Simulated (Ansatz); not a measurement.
# BNH₃ (quartet): wave-function methods side by side at distance B1–H4 along a hydrogen transfer = 1.364 Å, cc-pVDZ

How much of the correlation energy of BNH₃ (quartet) does each wave-function method recover here?

The runs use Ansatz 0.2.0, Gaussian basis; cc-pVDZ, core rule «outside noble gas», up to 2 orbitals frozen.

To be run: UHF; CCSD(T) on ROHF; CCSD(T) on UHF; BCCD(T) on ROHF; CISD; CCSDT(Q) on ROHF; CCSDT(Q) on UHF; CASSCF and MRCISD+Q, 5 electrons in 5 orbitals; CASSCF and NEVPT2, 5 electrons in 5 orbitals; CASSCF and MRCISD+Q, 11 electrons in 11 orbitals; CASSCF and NEVPT2, 11 electrons in 11 orbitals.

16 further runs of the same task are left out: 8 for a known fault of the program, 4 that didn't finish, 4 set aside as unsound or not needed.

### 1 The system

The geometry derives from fragments relaxed apart (PBE0/def2-TZVP) and kept rigid, so it is no stationary point. A hydrogen atom is moved between rigid fragments.

5 atoms, charge 0, spin multiplicity 4.

Atoms are counted from 1 here; the program's logs count them from 0.

Bond lengths: B1–H2 1.193 Å, B1–H3 1.193 Å, B1–H4 1.364 Å. Angles: H2–B1–H3 120.0°, H2–B1–H4 120.0°, H3–B1–H4 120.0°.

### 2 UHF

File in.yaml:

```yaml
crystal:
  periodic: [false, false, false]
  atoms:
    - {symbol: B, position_ang: [-1.430915, 0.000000, 0.000000]}
    - {symbol: H, position_ang: [-2.027649, 1.033571, 0.000000]}
    - {symbol: H, position_ang: [-2.027649, -1.033571, 0.000000]}
    - {symbol: H, position_ang: [-0.066915, 0.000000, 0.000000]}
    - {symbol: N, position_ang: [1.401085, 0.000000, 0.000000]}
basis:
  gaussian: {orbitals: cc-pVDZ}
magnetization: {spin_polarized: true, initial_magnetization: 3}
hamiltonian: {xc: hf}
output: {orbitals: {seedname: orbitals}}
```

On the command line:

```
$ ansatz run in.yaml --threads 1 --pin off --events-out ev --progress --plain --max-ram 2393MiB
```

After this run come: CCSD(T) on ROHF; CCSD(T) on UHF; BCCD(T) on ROHF; CISD; CCSDT(Q) on ROHF; CCSDT(Q) on UHF; CASSCF and MRCISD+Q, 5 electrons in 5 orbitals; CASSCF and NEVPT2, 5 electrons in 5 orbitals; CASSCF and MRCISD+Q, 11 electrons in 11 orbitals; CASSCF and NEVPT2, 11 electrons in 11 orbitals.

Before running them: what should the planned runs give, taken together? Wanted: UCCSDT(Q) below the RHF energy; RMP2 from UCCSDT(Q); UMP2 from UCCSDT(Q); RCCSD from UCCSDT(Q); RCCSD(T) from UCCSDT(Q); UCCSD(T) from UCCSDT(Q); RCCSDT(Q) from UCCSDT(Q); NEVPT2 pair from UCCSDT(Q); MRCISD+Q pair from UCCSDT(Q).

As calculated:

```
                         quantity                                                                                    value
   UCCSDT(Q) below the RHF energy                                                                               -6.1496 eV
              RMP2 from UCCSDT(Q)                                                                            +122.5 kJ/mol
              UMP2 from UCCSDT(Q)                                                                            +119.7 kJ/mol
             RCCSD from UCCSDT(Q)                                                                             +11.7 kJ/mol
          RCCSD(T) from UCCSDT(Q)                                                                              +2.5 kJ/mol
          UCCSD(T) from UCCSDT(Q)                                                                              +2.4 kJ/mol
         RCCSDT(Q) from UCCSDT(Q)                                                                              +0.2 kJ/mol
       NEVPT2 pair from UCCSDT(Q)                                                                            +116.0 kJ/mol
     MRCISD+Q pair from UCCSDT(Q)                                                                              +1.2 kJ/mol
    NEVPT2 valence from UCCSDT(Q)                                                                            +108.3 kJ/mol
levels within 1 kcal/mol (43 meV)  RCCSD(T), UCCSD(T), BCCD(T), RCCSDT, UCCSDT, RCCSDT(Q), MRCISD+Q pair, MRCISD+Q valence
                    T1 diagnostic                                                                                    0.023
   effectively unpaired electrons                                                                                     3.01
```

**Reading.** RCCSD(T) misses by +2.5 kJ/mol, 0.4 % of the correlation energy. One determinant dominates. Of the multireference levels listed MRCISD+Q pair comes nearest in total energy (+1.2 kJ/mol), which doesn't show that its space is the better one. These misses are within one basis, not against nature; the frozen cores of restricted and unrestricted runs differ, which can shift their rows.
